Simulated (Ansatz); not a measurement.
# NH₃ with CHN: superposition error and deformation

Aim: split the binding of a pair into the counterpoise interaction, the basis-set superposition error and the cost of deforming the fragments.

The runs use Ansatz 0.2.0, Gaussian basis; PBE0-D4 structures, single points in def2-TZVPPD.

Levels: PBE-D4, revPBE-D4, BLYP-D4, r2SCAN-D4, B97M-V, PBE0-D4, B3LYP-D4, HSE06-D4, wB97X-V, wB97M-V, B2PLYP, Hartree-Fock, MP2, CCSD, CCSD(T).

Cores are frozen in the correlated methods. B3LYP uses VWN-RPA correlation. B2PLYP carries no dispersion term here.

129 further runs of the same task are left out: 129 set aside as unsound or not needed.

**1. The starting structure**

The relaxed pair: 7 atoms, charge 0, spin multiplicity 1.

Atoms are counted from 1 here; the program's logs count them from 0.

Bond lengths: N1–H2 1.013 Å, N1–H3 1.013 Å, N1–H4 1.013 Å, C5–N6 1.147 Å, C5–H7 1.091 Å. Angles: H2–N1–H3 107.0°, H2–N1–H4 107.0°, H3–N1–H4 107.0°, N6–C5–H7 180.0°.

Geometry (Å):

```xyz
7
CH4N2
N    -0.0453   -0.1272   -1.1798
H    -0.2182    0.7548   -1.6479
H     0.8219   -0.4957   -1.5528
H    -0.7829   -0.7622   -1.4624
C     0.0741    0.2080    1.9288
N     0.1179    0.3308    3.0687
H     0.0325    0.0913    0.8454
```

Atoms 1 to 4 are fragment A (NH₃), the rest fragment B (CHN). From earlier runs, pair energy (eV) and counterpoise interaction (kJ/mol):

```csv
method,E(pair),interaction
PBE-D4,-4078.25490,-30.50
revPBE-D4,-4082.37160,-27.23
BLYP-D4,-4082.26187,-27.35
r2SCAN-D4,-4080.77230,-28.52
B97M-V,-4082.65987,-28.25
PBE0-D4,-4078.33136,-31.28
B3LYP-D4,-4083.55831,-29.31
HSE06-D4,-4078.10853,-31.26
wB97X-V,-4081.83975,-28.49
wB97M-V,-4081.62114,-28.37
B2PLYP,-4080.13740,-26.33
Hartree-Fock,-4058.37349,-22.71
MP2,-4074.23283,-26.06
CCSD(T),-4075.38518,-25.70
```

First each fragment is run alone in its own basis, frozen in the shape it has in the pair (a, b).

**2. PBE-D4/def2-TZVPPD**

The input, a/in.yaml:

```yaml
crystal:
  periodic: [false, false, false]
  atoms:
    - {symbol: N, position_ang: [-0.045342, -0.127214, -1.179755]}
    - {symbol: H, position_ang: [-0.218208, 0.754779, -1.647912]}
    - {symbol: H, position_ang: [0.821854, -0.495654, -1.552839]}
    - {symbol: H, position_ang: [-0.782871, -0.762151, -1.462377]}
basis:
  gaussian: {orbitals: "def2-TZVPPD.json"}
hamiltonian: {xc: pbe, dispersion: d4}
```

The input, b/in.yaml:

```yaml
crystal:
  periodic: [false, false, false]
  atoms:
    - {symbol: C, position_ang: [0.074097, 0.208037, 1.928832]}
    - {symbol: N, position_ang: [0.117904, 0.330803, 3.068663]}
    - {symbol: H, position_ang: [0.032466, 0.091300, 0.845388]}
basis:
  gaussian: {orbitals: "def2-TZVPPD.json"}
hamiltonian: {xc: pbe, dispersion: d4}
```

The basis file named in the input lies beside it (Basis Set Exchange, JSON).

Each run has its own folder and the same command.

Launch:

```sh
ansatz run in.yaml --threads 2 --pin off --events-out ev --progress --plain --max-ram 5222MiB
```

Output in a:

```text
Functional definition: PBE
  name "PBE"
  cite "Perdew, Burke & Ernzerhof, Phys. Rev. Lett. 77, 3865 (1996) doi:10.1103/PhysRevLett.77.3865"
  parent pbe
  parameter kappa = 0.804
  parameter beta = 0.06672455060314922
  exchange = pbe_x(kappa = kappa, mu = beta*pi^2/3)
  correlation = pbe_c(beta = beta)
356 factors; their error is unknown
mean field evaluation 1: about -1529.6154 eV, gradient 6.6e1 eV
mean field evaluation 2: about -1502.5155 eV, gradient 1.1e2 eV
mean field evaluation 4: about -1537.7861 eV, gradient 1.9e0 eV
mean field evaluation 8: about -1537.7871 eV, gradient 2.7e-2 eV
mean field -1537.78712167 eV, -56.5126343719 hartree, gradient 4.5e-5 eV, S^2 0.000000; 0 other end points of the search recorded, 0 dependent functions left out
reference -1537.78714876 eV, -56.5126353675 hartree; 5, 5 occupied and 83, 83 virtual orbitals, 356 factors
Total energy: -1537.79853378 eV, -56.5130537592 hartree
```

Log of b, shortened:

```text
[... 4 set-up lines as earlier in the session ...]
[...]
412 factors; their error is unknown
[...]
mean field -2540.11441141 eV, -93.3474828680 hartree, gradient 8.7e-5 eV, S^2 0.000000; 0 other end points of the search recorded, 0 dependent functions left out
reference -2540.11443976 eV, -93.3474839099 hartree; 7, 7 occupied and 84, 84 virtual orbitals, 412 factors
Total energy: -2540.13296192 eV, -93.3481645865 hartree
```

They took 0.35 s (a), 0.35 s (b) on 2 threads of Arm Neoverse V1, shared host.

**3. r2SCAN-D4/def2-TZVPPD**

Each input of step 2 (a, b) changes in the same lines:

```diff
-hamiltonian: {xc: pbe, dispersion: d4}
+hamiltonian: {xc: r2scan, dispersion: d4}
```

One command serves all of them, each in its own folder.

Launch:

```sh
ansatz run in.yaml --threads 2 --pin off --events-out ev --progress --plain --max-ram 5222MiB
```

Log of a, shortened:

```text
Functional definition: r2SCAN
  name "r2SCAN"
  cite "Furness, Kaplan, Ning, Perdew & Sun, J. Phys. Chem. Lett. 11, 8208 (2020) doi:10.1021/acs.jpclett.0c02405"
  cite "Furness, Kaplan, Ning, Perdew & Sun, J. Phys. Chem. Lett. 11, 9248 (2020) doi:10.1021/acs.jpclett.0c03077"
  parent r2scan
[...]
356 factors; their error is unknown
[...]
mean field -1538.79972361 eV, -56.5498468068 hartree, gradient 1.4e-5 eV, S^2 0.000000; 0 other end points of the search recorded, 0 dependent functions left out
reference -1538.79973159 eV, -56.5498470999 hartree; 5, 5 occupied and 83, 83 virtual orbitals, 356 factors
Total energy: -1538.80244627 eV, -56.5499468628 hartree
```

Log of b, shortened:

```text
[... 5 set-up lines as earlier in the session ...]
[...]
412 factors; their error is unknown
[...]
mean field -2541.66449426 eV, -93.4044473618 hartree, gradient 4.1e-5 eV, S^2 0.000000; 0 other end points of the search recorded, 0 dependent functions left out
reference -2541.66450230 eV, -93.4044476575 hartree; 7, 7 occupied and 84, 84 virtual orbitals, 412 factors
Total energy: -2541.66868250 eV, -93.4046012770 hartree
```

Wall times: 0.8 s (a), 0.85 s (b) on 2 threads of Arm Neoverse V1, shared host.

**4. PBE0-D4/def2-TZVPPD**

The same edit goes into each in.yaml of step 3 (a, b):

```diff
-hamiltonian: {xc: r2scan, dispersion: d4}
+hamiltonian: {xc: pbe0, dispersion: d4}
+output: {orbitals: {seedname: orbitals}}
```

Each run has its own folder and the same command.

Launch:

```sh
ansatz run in.yaml --threads 2 --pin off --events-out ev --progress --plain --max-ram 5222MiB
```

Output in a, shortened:

```text
Functional definition: PBE0
  name "PBE0"
  cite "Adamo & Barone, J. Chem. Phys. 110, 6158 (1999) doi:10.1063/1.478522"
[... 2 set-up lines as earlier in the session ...]
[...]
356 factors; their error is unknown
[...]
mean field -1537.91276329 eV, -56.5172516160 hartree, gradient 2.4e-5 eV, S^2 0.000000; 0 other end points of the search recorded, 0 dependent functions left out
reference -1537.91278315 eV, -56.5172523460 hartree; 5, 5 occupied and 83, 83 virtual orbitals, 356 factors
Total energy: -1537.92190459 eV, -56.5175875527 hartree
```

Output in b, shortened:

```text
[... 5 set-up lines as earlier in the session ...]
[...]
412 factors; their error is unknown
[...]
mean field -2540.06464588 eV, -93.3456540184 hartree, gradient 7.8e-5 eV, S^2 0.000000; 0 other end points of the search recorded, 0 dependent functions left out
reference -2540.06466722 eV, -93.3456548026 hartree; 7, 7 occupied and 84, 84 virtual orbitals, 412 factors
Total energy: -2540.07968278 eV, -93.3462066141 hartree
```

Times: 0.35 s (a), 0.45 s (b) on 2 threads of Arm Neoverse V1, shared host.

**5. B3LYP-D4/def2-TZVPPD**

The same edit goes into each in.yaml of step 4 (a, b):

```diff
-hamiltonian: {xc: pbe0, dispersion: d4}
-output: {orbitals: {seedname: orbitals}}
+hamiltonian: {xc: {name: B3LYP}, dispersion: d4}
```

The same command starts each run, in its folder.

Launch:

```sh
ansatz run in.yaml --threads 2 --pin off --events-out ev --progress --plain --max-ram 5222MiB
```

Output in a, shortened:

```text
Functional definition: B3LYP
  name "B3LYP"
  cite "Stephens, Devlin, Chabalowski & Frisch, J. Phys. Chem. 98, 11623 (1994) doi:10.1021/j100096a001"
  cite "Becke, Phys. Rev. A 38, 3098 (1988) doi:10.1103/PhysRevA.38.3098"
  cite "Lee, Yang & Parr, Phys. Rev. B 37, 785 (1988) doi:10.1103/PhysRevB.37.785"
  cite "Vosko, Wilk & Nusair, Can. J. Phys. 58, 1200 (1980) doi:10.1139/p80-159"
[...]
356 factors; their error is unknown
[...]
mean field -1539.90013328 eV, -56.5902861164 hartree, gradient 9.1e-6 eV, S^2 0.000000; 0 other end points of the search recorded, 0 dependent functions left out
reference -1539.90029924 eV, -56.5902922150 hartree; 5, 5 occupied and 83, 83 virtual orbitals, 356 factors
Total energy: -1539.91837121 eV, -56.5909563480 hartree
```

Log of b, shortened:

```text
[... 6 set-up lines as earlier in the session ...]
[...]
412 factors; their error is unknown
[...]
mean field -2543.29982483 eV, -93.4645446521 hartree, gradient 2.3e-5 eV, S^2 0.000000; 0 other end points of the search recorded, 0 dependent functions left out
reference -2543.30000325 eV, -93.4645512089 hartree; 7, 7 occupied and 84, 84 virtual orbitals, 412 factors
Total energy: -2543.33001528 eV, -93.4656541307 hartree
```

Wall times: 0.45 s (a), 0.55 s (b) on 2 threads of Arm Neoverse V1, shared host.

**6. wB97X-V/def2-TZVPPD**

Each input of step 5 (a, b) changes in the same lines:

```diff
-hamiltonian: {xc: {name: B3LYP}, dispersion: d4}
+hamiltonian: {xc: {name: wB97X-V}}
```

The same command starts each run, in its folder.

Launch:

```sh
ansatz run in.yaml --threads 2 --pin off --events-out ev --progress --plain --max-ram 5222MiB
```

Log of a, shortened:

```text
Functional definition: wB97X-V
  name "wB97X-V"
  cite "Mardirossian & Head-Gordon, Phys. Chem. Chem. Phys. 16, 9904 (2014) doi:10.1039/C3CP54374A"
  cite "Becke, J. Chem. Phys. 107, 8554 (1997) doi:10.1063/1.475007"
  cite "Vydrov & Van Voorhis, J. Chem. Phys. 133, 244103 (2010) doi:10.1063/1.3521275"
[...]
      + integral(e_c_pw_opposite_spin*poly(b97_u_opposite, cos0, cos1)) + vv10(b, c)
356 factors; their error is unknown
117 factors; integrals over basis functions are off by at most 7.6e-6 eV
[...]
mean field -1539.18335709 eV, -56.5639450773 hartree, gradient 2.7e-5 eV, S^2 0.000000; 0 other end points of the search recorded, 0 dependent functions left out
reference -1539.18335577 eV, -56.5639450285 hartree; 5, 5 occupied and 83, 83 virtual orbitals, 356 factors
Total energy: -1539.18335577 eV, -56.5639450285 hartree
```

b printed, shortened:

```text
[... 5 set-up lines as earlier in the session ...]
[...]
      + integral(e_c_pw_opposite_spin*poly(b97_u_opposite, cos0, cos1)) + vv10(b, c)
412 factors; their error is unknown
112 factors; integrals over basis functions are off by at most 7.6e-5 eV
[...]
mean field -2542.35580826 eV, -93.4298526829 hartree, gradient 5.7e-5 eV, S^2 0.000000; 0 other end points of the search recorded, 0 dependent functions left out
reference -2542.35580692 eV, -93.4298526336 hartree; 7, 7 occupied and 84, 84 virtual orbitals, 412 factors
Total energy: -2542.35580692 eV, -93.4298526336 hartree
```

Wall times: 1.1 s (a), 1.3 s (b) on 2 threads of Arm Neoverse V1, shared host.

**7. wB97M-V/def2-TZVPPD**

Each input of step 6 (a, b) changes in the same lines:

```diff
-hamiltonian: {xc: {name: wB97X-V}}
+hamiltonian: {xc: {name: wB97M-V}}
```

Each run has its own folder and the same command.

Launch:

```sh
ansatz run in.yaml --threads 2 --pin off --events-out ev --progress --plain --max-ram 5222MiB
```

Log of a, shortened:

```text
Functional definition: wB97M-V
  name "wB97M-V"
  cite "Mardirossian & Head-Gordon, J. Chem. Phys. 144, 214110 (2016) doi:10.1063/1.4952647"
[... 2 set-up lines as earlier in the session ...]
  # Of w^i u^j: cxij and so on, Table III.
[...]
  gx(w, u) = 1 - cx + cx01*u + cx10*w
[...]
      + integral(e_c_pw_mod_opposite_spin*gos(b97_w_opposite, b97_u_opposite)) + vv10(b, c)
356 factors; their error is unknown
117 factors; integrals over basis functions are off by at most 7.6e-6 eV
[...]
mean field -1538.88741621 eV, -56.5530694503 hartree, gradient 2.7e-6 eV, S^2 0.000000; 0 other end points of the search recorded, 0 dependent functions left out
reference -1538.88744931 eV, -56.5530706666 hartree; 5, 5 occupied and 83, 83 virtual orbitals, 356 factors
Total energy: -1538.88744931 eV, -56.5530706666 hartree
```

b printed, shortened:

```text
[... 5 set-up lines as earlier in the session ...]
  # Of w^i u^j: cxij and so on, Table III.
[...]
  gx(w, u) = 1 - cx + cx01*u + cx10*w
[...]
      + integral(e_c_pw_mod_opposite_spin*gos(b97_w_opposite, b97_u_opposite)) + vv10(b, c)
412 factors; their error is unknown
112 factors; integrals over basis functions are off by at most 7.6e-5 eV
[...]
mean field -2542.43275164 eV, -93.4326803001 hartree, gradient 6.1e-5 eV, S^2 0.000000; 0 other end points of the search recorded, 0 dependent functions left out
reference -2542.43278537 eV, -93.4326815394 hartree; 7, 7 occupied and 84, 84 virtual orbitals, 412 factors
Total energy: -2542.43278537 eV, -93.4326815394 hartree
```

Times: 1.2 s (a), 1.4 s (b) on 2 threads of Arm Neoverse V1, shared host.

**8. B2PLYP/def2-TZVPPD**

Each input of step 7 (a, b) changes in the same lines:

```diff
-hamiltonian: {xc: {name: wB97M-V}}
+hamiltonian: {xc: {name: B2PLYP}}
```

One command serves all of them, each in its own folder.

Launch:

```sh
ansatz run in.yaml --threads 2 --pin off --events-out ev --progress --plain --max-ram 5222MiB
```

Log of a, shortened:

```text
Functional definition: B2PLYP
  name "B2PLYP"
  cite "Grimme, J. Chem. Phys. 124, 034108 (2006) doi:10.1063/1.2148954"
[... 2 set-up lines as earlier in the session ...]
[...]
500 factors; integrals over basis functions are off by at most 7.1e-4 eV
[...]
mean field -1536.41485127 eV, -56.4622043647 hartree, gradient 1.7e-6 eV, S^2 0.000000; 0 other end points of the search recorded, 0 dependent functions left out
1 core orbitals not correlated: weight in the atoms' cores, before any rotation towards them, 1.000 or more for the frozen orbitals, at most 0.000 for the correlated occupied ones
reference -1536.41495485 eV, -56.4622081713 hartree; 4, 4 occupied and 83, 83 virtual orbitals, 500 factors
second order -7.69636785 eV of doubles, -0.00000000 eV of singles
Total energy: -1538.49297417 eV, -56.5385739728 hartree
```

Log of b, shortened:

```text
[... 5 set-up lines as earlier in the session ...]
[...]
552 factors; integrals over basis functions are off by at most 1.3e-3 eV
[...]
mean field -2538.20913507 eV, -93.2774652540 hartree, gradient 4.6e-6 eV, S^2 0.000000; 0 other end points of the search recorded, 0 dependent functions left out
2 core orbitals not correlated: weight in the atoms' cores, before any rotation towards them, 1.000 or more for the frozen orbitals, at most 0.000 for the correlated occupied ones
reference -2538.20924598 eV, -93.2774693296 hartree; 5, 5 occupied and 84, 84 virtual orbitals, 552 factors
second order -11.67300979 eV of doubles, -0.00000000 eV of singles
Total energy: -2541.36095862 eV, -93.3932926329 hartree
```

Times: 0.65 s (a), 0.81 s (b) on 2 threads of Arm Neoverse V1, shared host.

**9. BLYP-D4/def2-TZVPPD**

The same edit goes into each in.yaml of step 8 (a, b):

```diff
-hamiltonian: {xc: {name: B2PLYP}}
+hamiltonian: {xc: {name: BLYP}, dispersion: d4}
```

One command serves all of them, each in its own folder.

Launch:

```sh
ansatz run in.yaml --threads 2 --pin off --events-out ev --progress --plain --max-ram 5222MiB
```

Output in a, shortened:

```text
Functional definition: BLYP
  name "BLYP"
[... 2 set-up lines as earlier in the session ...]
[...]
356 factors; their error is unknown
[...]
mean field -1539.16620574 eV, -56.5633147766 hartree, gradient 2.1e-5 eV, S^2 0.000000; 0 other end points of the search recorded, 0 dependent functions left out
reference -1539.16643539 eV, -56.5633232159 hartree; 5, 5 occupied and 83, 83 virtual orbitals, 356 factors
Total energy: -1539.19390173 eV, -56.5643325856 hartree
```

b printed, shortened:

```text
[... 4 set-up lines as earlier in the session ...]
[...]
412 factors; their error is unknown
[...]
mean field -2542.73249228 eV, -93.4436955654 hartree, gradient 1.3e-5 eV, S^2 0.000000; 0 other end points of the search recorded, 0 dependent functions left out
reference -2542.73272700 eV, -93.4437041910 hartree; 7, 7 occupied and 84, 84 virtual orbitals, 412 factors
Total energy: -2542.77663129 eV, -93.4453176438 hartree
```

Wall times: 0.4 s (a), 0.5 s (b) on 2 threads of Arm Neoverse V1, shared host.

(Part 1 of 3 ends here.)
